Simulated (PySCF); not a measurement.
C₄H₂.
SMILES: `C#CC#C`

Level of theory: PBE0-D3(BJ)/def2-SVP geometry optimisation, gas phase in PySCF 2.14.0.

Masses are those of the commonest isotopes; rigid-rotor values at the optimised geometry. 

(1) What are the moment of inertia and the rotational constant?

(2) List the first levels of a rigid rotor in a Σ state.

(3) Has it a pure rotational spectrum?

(4) Estimate the classical rotational partition function at 100 K, 200 K and 500 K.

Results:

(1) I = 116.023 u·Å², B = 505379 MHz·u·Å²/I = 4356 MHz (0.1453 cm⁻¹, or 0.209 K as hB/k).

(2) E(J) = BJ(J+1): J = 1: 0.291, J = 2: 0.872, J = 3: 1.744, J = 4: 2.906, J = 5: 4.359, J = 6: 6.102 cm⁻¹.

(3) Not by electric dipole: D∞h allows no dipole (computed 0.00 D). Rotational Raman lines (ΔJ = 2) lie at B(4J + 6), spaced by 4B = 0.581 cm⁻¹, with nuclear-spin weights that differ between even and odd J.

(4) Point group D∞h, symmetry number σ = 2; q = kT/(σhB), k/h = 20836.6 MHz/K: 239 at 100 K, 478 at 200 K, 1200 at 500 K.

Stationary, but not proved a minimum. No vibrational averaging or centrifugal distortion is included, and the geometry carries the error of its method.
